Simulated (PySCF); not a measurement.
**SiO: frontier orbitals**

PBE0 at R = 1.511 Å; Si def2-TZVPPD, O def2-TZVPPD; no relativity (PySCF 2.14). State: ¹Σ⁺ (singlet), closed shell. Only the outer orbitals are listed, counted within each symmetry.

```csv
orbital,occ.,ε (eV),on Si (%),main shells (%)
5σ,2,-26.39,21,"77 O s, 10 Si s"
6σ,2,-12.35,54,"54 Si s, 36 O p, 9 O s"
2π,2,-9.50,23,"77 O p, 18 Si p"
2π,2,-9.50,23,"77 O p, 18 Si p"
7σ,2,-8.83,57,"35 O p, 31 Si p, 25 Si s"
3π,0,-2.04,85,"75 Si p, 14 O p, 10 Si d"
3π,0,-2.04,85,"75 Si p, 14 O p, 10 Si d"
```

Which are the highest filled and the lowest empty level, where do they sit, and how wide is the gap?

Highest filled 7σ at -8.83 eV (in %: 35 O p, 31 Si p, 25 Si s); lowest empty 3π at -2.04 eV (in %: 75 Si p, 14 O p, 10 Si d); the gap at PBE0 is 6.79 eV.

| Property | Result |
| --- | --- |
| bond order (Mayer) | 2.32 |
| ⟨S²⟩ | 0.000 |
| charge on Si (Mulliken, basis-dependent) | 0.43 |
| charge on Si (Löwdin, basis-dependent) | 0.63 |
| dipole moment (positive dipole means Si(−)O(+)) | -3.14 D |
| polarisability along the bond | 33.8 bohr³ |
| polarisability across the bond | 27.5 bohr³ |
